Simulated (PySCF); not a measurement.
Molecular orbitals of LiP

PBE0 at R = 2.340 Å; Li aug-pcseg-1, P aug-pcseg-1; no relativity (PySCF 2.14). State: ³Σ⁻ (triplet), unpaired electrons π ↑↑. Only the outer orbitals are listed, counted within each symmetry.

| spin | orbital | occ. | ε (eV) | on Li (%) | main shells (%) |
| --- | --- | --- | --- | --- | --- |
| α | 4σ | 1 | -55.57 | 100 | 100 Li s |
| α | 5σ | 1 | -14.51 | 2 | 98 P s |
| α | 2π | 1 | -5.81 | 2 | 97 P p |
| α | 2π | 1 | -5.81 | 2 | 97 P p |
| α | 6σ | 1 | -5.47 | 13 | 85 P p, 9 Li s |
| α | 7σ | 0 | -1.47 | 108 | 89 Li s, 19 Li p |
| β | 4σ | 1 | -55.57 | 100 | 100 Li s |
| β | 5σ | 1 | -12.22 | 2 | 98 P s |
| β | 6σ | 1 | -4.84 | 19 | 79 P p, 14 Li s |
| β | 2π | 0 | -1.86 | 17 | 82 P p, 17 Li p |
| β | 2π | 0 | -1.86 | 17 | 82 P p, 17 Li p |
| β | 7σ | 0 | -1.41 | 108 | 84 Li s, 24 Li p |

**Question.** Which are the highest filled and the lowest empty level, where do they sit, and how wide is the gap?

**Answer.** Highest filled β 6σ at -4.84 eV (in %: 79 P p, 14 Li s); lowest empty β 2π at -1.86 eV (in %: 82 P p, 17 Li p); the gap at PBE0 is 2.98 eV.

| Quantity | Value |
| --- | --- |
| bond order (Mayer) | 0.65 |
| ⟨S²⟩ | 2.006 |
| charge on Li (Mulliken, basis-dependent) | 0.62 |
| charge on Li (Löwdin, basis-dependent) | 0.43 |
| dipole moment (positive dipole means Li(−)P(+)) | -6.88 D |
| polarisability along the bond | 76.6 bohr³ |
| polarisability across the bond | 50.5 bohr³ |

Shares are Mulliken populations and can fall outside 0 to 100 %.

The state is the lowest determinant that a PBE0 search found; another state may lie lower at other levels.
